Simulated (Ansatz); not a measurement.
Molecule: F₂, charge 0, multiplicity 1. 
Coordinates optimised at B3LYP-D3(BJ)/def2-TZVP (Ansatz, an electronic-structure program):
```
F
F 1 1.3965
```

Basis-set convergence of Hartree-Fock and CCSD(T) correlation energies (hartree) with Ansatz. Valence correlation only, unless marked. Spin-orbit coupling is left out. Non-relativistic.

The Hartree-Fock reference is unstable (checked in the largest basis), which strains HF and MP2. 

| basis | functions | E(HF) | E(corr, CCSD(T)) | rough core time |
|---|---|---|---|---|
| cc-pVDZ | 28 | -198.68699 | -0.40969 | under 20 s |
| cc-pVTZ | 60 | -198.75395 | -0.54195 | under 20 s |
| cc-pVQZ | 110 | -198.77020 | -0.58855 | under 20 s |
| cc-pV5Z | 182 | -198.77469 | -0.60617 | 30 s |

Extrapolating the two largest sets (X = 4 and 5) as X^-3: E(corr) = (125·(-0.60617) - 64·(-0.58855))/61 = -0.6247 Eh, an estimate of the basis-set limit. The largest set recovers 97.0 % of it, the smallest 65.6 %.
